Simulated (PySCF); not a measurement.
Method: PySCF energies plus ideal-gas RRHO corrections (1 bar). 'Table' is the NASA 1993 thermochemical table (part measured, part estimated). 6-31G* has spherical d functions here. All species are closed-shell singlets. The harmonic model lacks anharmonicity and excited electronic states, which grow with temperature; levels with a mode under 35 cm⁻¹ are left out.

Harmonic frequencies at HF/6-31G* (cm⁻¹): 1826, 4056, 4174. Point group C2v; S°(298 K) = 188.3 J/mol/K at this level.

Question: Work out Cp and S° of gaseous H₂O at 500, 800, 1200, 1600, 2000 K from these, and set them beside the table.

Answer: 
| T (K) | Cp HF/6-31G* | Cp table | S° HF/6-31G* | S° table |
|---|---|---|---|---|
| 500 | 34.5 | 35.2 | 205.8 | 206.5 |
| 800 | 37.4 | 38.7 | 222.6 | 223.8 |
| 1200 | 41.9 | 43.9 | 238.6 | 240.5 |
| 1600 | 45.8 | 48.3 | 251.3 | 253.8 |
| 2000 | 48.9 | 51.7 | 261.8 | 264.9 |
Units J/mol/K.
